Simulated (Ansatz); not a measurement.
C4H7FO can be A, `CC/C=C(/O)F`, or B, `C=CCOCF`.

Isolated molecules relaxed with PBE0-D4/def2-TZVP in Ansatz; ΔE leaves out vibrations. CCSD(T)/CBS adds triple-zeta CCSD(T) − MP2 to the extrapolated MP2 energy (def2 sets, frozen cores). Functionals use def2-TZVPP. B3LYP here is the variant with VWN-RPA as its local correlation; programs differ in this. One conformer a species, not always the lowest.

A:

```xyz
13

C    -1.040   -1.600   -0.073
C     0.249   -0.898    0.340
C     0.506    0.341   -0.452
C     0.594    1.558    0.054
O     0.902    2.670   -0.625
F     0.416    1.812    1.360
H    -1.022   -1.862   -1.134
H    -1.905   -0.955    0.094
H    -1.186   -2.521    0.497
H     0.213   -0.653    1.404
H     1.089   -1.590    0.211
H     0.634    0.267   -1.525
H     0.552    3.432   -0.151
```

B:

```xyz
13

C    -2.0972   -0.7648    1.0517
C    -1.4481   -0.0986    0.1098
C    -0.0226    0.3097    0.2134
O     0.6658   -0.1338   -0.9504
C     1.9924    0.1788   -0.9621
F     2.1890    1.5370   -1.1392
H    -3.1477   -1.0103    0.9511
H    -1.6020   -1.0843    1.9634
H    -1.9578    0.2051   -0.8010
H     0.0531    1.4020    0.2822
H     0.4420   -0.1227    1.1098
H     2.4886   -0.0823   -0.0170
H     2.4446   -0.3357   -1.8116
```

Which is lower in electronic energy at CCSD(T)/CBS, and by how much? (Best estimate.)

The calculation gave: A, by 12.4 kcal/mol.

Give E(B) − E(A) in kcal/mol with MP2/def2-TZVPP, B3LYP-D4, B3LYP, CCSD/def2-TZVPP, CCSD(T)/def2-TZVPP, B2PLYP, ωB97M-V. (An estimate is asked.)

Computed: MP2/def2-TZVPP 13.8, B3LYP-D4 12.5, B3LYP 12.3, CCSD/def2-TZVPP 11.8, CCSD(T)/def2-TZVPP 12.1, B2PLYP 12.3, ωB97M-V 13.6. None reverses the order clearly.

Largest T1 diagnostic: 0.011.

In def2-TZVPP, CCSD(T) changes the Hartree–Fock value by +3.1 kcal/mol (the triples alone add +0.3 kcal/mol) and MP2 by +4.9 kcal/mol.
